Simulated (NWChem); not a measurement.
# C$_{4}$H$_{9}$, doublet; SMILES C[C](C)C

```xyz
13

C      1.4310     0.3852     0.0050
C      0.0002     0.0001    -0.1523
C     -1.0486     1.0468     0.0055
C     -0.3818    -1.4315     0.0055
H      1.7245     0.4658     1.0742
H      1.6445     1.3664    -0.4496
H      2.1083    -0.3576    -0.4470
H     -1.2630     1.2622     1.0748
H     -2.0059     0.7404    -0.4467
H     -0.7449     2.0041    -0.4486
H     -0.4599    -1.7255     1.0747
H     -1.3634    -1.6469    -0.4473
H      0.3616    -2.1072    -0.4481
```
Atoms are numbered in this order, from 1.

Program: NWChem. Spin-unrestricted. Coordinates come from a PBE0/def2-SVP, spin-unrestricted optimisation. No frequency run checked for a minimum. No stability test was run on the SCF state. Fermi-contact couplings, non-relativistic, static geometry.

For level B3LYP/IGLO-II:

```yaml
A(iso) 13C atom 2 (MHz): 118
A(iso) 13C atom 4 (MHz): -29.7
A(iso) 1H atom 6 (MHz): 29.5
A(iso) 1H atom 13 (MHz): 29.4
```

**Question.** How do the values read with level UHF/IGLO-II instead?

**Answer.** The A(iso) 13C atom 2 (MHz) comes out as 227 and the A(iso) 13C atom 4 (MHz) is -71.1. The A(iso) 1H atom 6 (MHz) is 34.7 and the A(iso) 1H atom 13 (MHz) is 34.6.
